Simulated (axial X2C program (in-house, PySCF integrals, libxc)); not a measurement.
**Bond lengths and stretching modes, held linear, of BCO**

Calculated with an axial X2C code built on PySCF integrals: two-component X2C with atomic mean-field Coulomb and Gaunt terms, Gaussian nuclei, basis B dyall-v3z, C dyall-v3z, O dyall-av3z with contracted cores. Spin-free rows use the one-electron spin-free X2C Hamiltonian.

Masses B 11.009, C 12.000, O 15.995 u. States: 2c Ω = 3/2 (beyond evenly filled blocks: ω = 3/2); spin-free M_S = 3/2, Λ = 0 (beyond evenly filled blocks: σα, π+α, π-α).

HF, spin-free: energies above the lowest point

```
r(B–C) (Å)  r(C–O) (Å)  E (meV)
    1.3777      1.1329    26.11
    1.3777      1.1620    65.27
    1.3777      1.1910   185.23
    1.4130      1.1329     0.00
    1.4130      1.1620    48.54
    1.4130      1.1910   177.24
    1.4130      1.2201   371.55
    1.4483      1.1329    26.84
    1.4483      1.1620    84.77
    1.4483      1.1910   222.26
    1.4837      1.1620   164.20
    1.4837      1.2201   521.39
```

Question: Fit a quadratic surface with cubic terms in each bond: where is the minimum, and what are the two stretching wavenumbers?

Answer: At HF, spin-free: bonds 1.412 and 1.132 Å; harmonic stretches 1168.7 and 2189.0 cm⁻¹; force constants 6.84, 18.3 and coupling 1.37 mdyn/Å.

The other levels and Hamiltonians give:

```tsv
Hamiltonian	level	r(B–C) (Å)	r(C–O) (Å)	lower stretch (cm⁻¹)	upper stretch (cm⁻¹)
2c	HF	1.412	1.132	1168.7	2189.2
2c	r2SCAN	1.417	1.165	1113.8	2066.3
2c	MP2	1.422	1.166	1117.0	2080.6
spin-free	PBE0	1.411	1.161	1136.3	2094.7
spin-free	r2SCAN	1.417	1.165	1113.8	2066.0
spin-free	MP2	1.422	1.166	1117.0	2080.3
```

Each state is one determinant, the lowest of a limited PBE0 search; the stretches come from a fit to these few points and carry an uncertainty of a few per cent. Other orders of the atoms were not compared. Left out for rough or failed fits: PBE0 2c. MP2 freezes inner shells (threshold -2 hartree). The molecule was held linear; bending was not examined, so a bent shape may lie lower. Note: several unpaired electrons, one determinant need not be a pure state.
